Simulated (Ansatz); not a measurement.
# Rock-salt TiN

Calculation: PBEsol in Ansatz (plane waves, PAW).

Numerical settings: plane-wave cutoff 500 eV, 16×16×16 k mesh, Fermi–Dirac smearing 0.05 eV, no spin polarisation, scalar-relativistic PAW data made under PBE.

Cell: relaxed at this level.

* **volume per atom**: 9.29 Å³/atom
* **lattice parameter a**: 4.204 Å

Measured, for comparison: equilibrium volume per atom 9.52 Å³/atom, lattice constant a 4.239 Å (temperature not stated, not corrected to a static lattice; as tabulated in Zhang et al. (2018), doi:10.1088/1367-2630/aac7f0). Computed (rounded) less measured: equilibrium volume per atom -2.4 %, lattice constant a -0.8 %. A static lattice is as a rule a little smaller and stiffer than an uncorrected measurement, which narrows the difference in the lattice constant a and would widen misses of the other sign.

Note: the run has no spin polarisation, so it can have missed a magnetic state.

It cost about 18 core-seconds (a rough figure) of CPU time.

Ansatz is a quantum-chemistry and plane-wave program.
